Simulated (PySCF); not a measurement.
# How the method changes the constants of PO⁺

State: ¹Σ⁺ (singlet), closed shell. Set-up: basis P 3-21G, O 3-21G; no relativity; PySCF 2.14. De refers to P⁺ + O in their high-spin ground configurations, without counterpoise correction. A positive dipole points towards O; it is taken about the centre of mass and depends on that origin. Levels whose curve was spin-contaminated or gave no clean fit are not listed.

```tsv
Level	Re (Å)	ωe (cm⁻¹)	De (eV)	μ (D)
RHF	1.466	1501	1.68	-3.87
RHF-CCSD	1.520	1272	5.43	n/a
RHF-CCSD(T)	1.541	1171	5.88	n/a
PBE	1.532	1225	7.36	-2.73
r²SCAN	1.519	1274	6.72	-2.91
PBE0	1.507	1321	6.17	-3.05
r²SCAN0	1.500	1348	5.75	-3.16
MN15	1.493	1362	6.41	-2.96
BHandHLYP	1.487	1395	5.05	-3.34
LC-ωPBE	1.491	1394	5.94	-3.10
```

The bond length runs from 1.466 Å (RHF) to 1.541 Å (RHF-CCSD(T)). De spans 1.68 eV (RHF, mean field) to 7.36 eV (PBE, GGA). Correlation at CCSD(T) changes the Hartree–Fock bond energy by +4.20 eV; the triples alone change it by +0.45 eV.

Correlated steps freeze 6 core orbitals. For an ion De counts to the pair picked by the measured ionisation energies or electron affinities, which need not be the lowest pair at this level. Where the molecule has an RHF reference, its open-shell atoms are computed with UHF. The CCSD T1 diagnostic is raised, a sign that a single reference may not be enough here. 3-21G is very small, so such numbers show the basis as much as the molecule.
